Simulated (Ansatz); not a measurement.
**C₂H₇Al: a ladder of functionals and wavefunction methods**

One table from this session's results is given with a row withheld; the runs are named, their logs left out.

Computed with Ansatz 0.2.0, Gaussian basis. Level: functionals in def2-TZVPP, the program's frozen cores in correlated methods.

The runs, in order: LDA (SPW92), PBE-D4, revPBE-D4, BLYP-D4, r2SCAN-D4, B97M-V, PBE0-D4, B3LYP-D4, r2SCANh-D4, r2SCAN0-D4, HSE06-D4, BHLYP-D4, CAM-B3LYP-D4, LC-ωPBE, ωB97X-V, ωB97M-V, B2PLYP, PBE-QIDH; CCSD(T)/def2-SVP; CCSD(T)/def2-TZVPP; CCSD(T)/def2-QZVPP; extrapolation to the limit; RPA on PBE.

### The relaxed structure

All runs share one geometry, relaxed beforehand with PBE0-D4 in a triple-zeta def2 set.

SMILES `C[CH2][AlH2]`, 10 atoms, charge 0, spin multiplicity 1.

Atoms are counted from 1 here; the program's logs count them from 0.

Bond lengths: C1–C2 1.528 Å, C1–H4 1.094 Å, C1–H5 1.093 Å, C1–H6 1.093 Å, C2–Al3 1.958 Å, C2–H7 1.099 Å, C2–H8 1.099 Å, Al3–H9 1.592 Å, Al3–H10 1.592 Å. Angles: C2–C1–H4 112.2°, C2–C1–H5 111.7°, C2–C1–H6 111.7°, H4–C1–H5 107.2°, H4–C1–H6 107.2°, H5–C1–H6 106.6°, C1–C2–Al3 116.9°, C1–C2–H7 110.4°, C1–C2–H8 110.4°, Al3–C2–H7 107.2°, Al3–C2–H8 107.3°, H7–C2–H8 103.9°, C2–Al3–H9 119.8°, C2–Al3–H10 121.0°, H9–Al3–H10 119.2°.

As a file:

```xyz
10

C    -0.9392    0.3150   -0.8811
C    -0.2185   -0.5925    0.1142
Al    1.3794    0.1349    0.9817
H    -1.8187   -0.1668   -1.3191
H    -0.2855    0.6071   -1.7074
H    -1.2794    1.2412   -0.4100
H     0.0759   -1.5342   -0.3704
H    -0.9058   -0.9101    0.9107
H     2.1766   -0.7476    2.0395
H     1.8983    1.6018    0.6447
```

Set-up of the first run:

Input file in.yaml:

```yaml
crystal:
  periodic: [false, false, false]
  atoms:
    - {symbol: C, position_ang: [-0.939219, 0.315047, -0.881134]}
    - {symbol: C, position_ang: [-0.218483, -0.592528, 0.114157]}
    - {symbol: Al, position_ang: [1.379366, 0.134923, 0.981727]}
    - {symbol: H, position_ang: [-1.818682, -0.166814, -1.319127]}
    - {symbol: H, position_ang: [-0.285543, 0.607107, -1.707450]}
    - {symbol: H, position_ang: [-1.279366, 1.241203, -0.409981]}
    - {symbol: H, position_ang: [0.075942, -1.534228, -0.370351]}
    - {symbol: H, position_ang: [-0.905844, -0.910130, 0.910723]}
    - {symbol: H, position_ang: [2.176552, -0.747570, 2.039490]}
    - {symbol: H, position_ang: [1.898279, 1.601791, 0.644746]}
basis:
  gaussian: {orbitals: def2-TZVPP}
hamiltonian: {xc: lda}
output: {orbitals: {seedname: orbitals}}
```

Started as:

```bash
$ ansatz run in.yaml --threads 2 --pin off --events-out ev --progress --plain --max-ram 32768MiB --backend cpu
```

Steps of the session up to this table: LDA; PBE-D4 (GGA); revPBE-D4 (GGA); BLYP-D4 (GGA); r2SCAN-D4 (meta-GGA); B97M-V (meta-GGA); PBE0-D4 (hybrid); B3LYP-D4 (hybrid); r2SCANh-D4 (hybrid); r2SCAN0-D4 (hybrid); HSE06-D4 (hybrid); BHLYP-D4 (hybrid); CAM-B3LYP-D4 (range-separated); LC-ωPBE (range-separated); ωB97X-V (range-separated); ωB97M-V (range-separated); B2PLYP (double hybrid); PBE-QIDH (double hybrid).

One of the session's tables, all rows but one given; the rest of the session is left out.

It belongs to the step «Frontier levels by functional». 

```
  functional  HOMO (eV)  LUMO (eV)  gap (eV)
 LDA (SPW92)      -6.38      -2.32      4.07
      PBE-D4      -6.30      -2.08      4.22
   revPBE-D4      -6.26      -1.97      4.30
     BLYP-D4      -6.20      -1.98      4.21
   r2SCAN-D4      -6.55      -1.72      4.83
      B97M-V      -6.68      -1.99      4.69
     PBE0-D4      -7.54      -1.30      6.24
    B3LYP-D4      -7.34      -1.53      5.81
  r2SCANh-D4      -7.01      -1.46      5.54
  r2SCAN0-D4      -7.70      -1.09      6.61
    HSE06-D4      -7.14      -1.67      5.47
    BHLYP-D4      -8.71      -0.56      8.15
CAM-B3LYP-D4          ?          ?         ?
     LC-ωPBE     -10.27       0.71     10.98
     ωB97X-V      -9.92       0.57     10.49
     ωB97M-V      -9.76       0.26     10.02
```

Q: Estimate the row for CAM-B3LYP-D4 from the others.

**Answer.** HOMO (eV): -8.91; LUMO (eV): -0.41; gap (eV): 8.50. In the column «HOMO (eV)» it lies between ωB97M-V (-9.76) and BHLYP-D4 (-8.71).
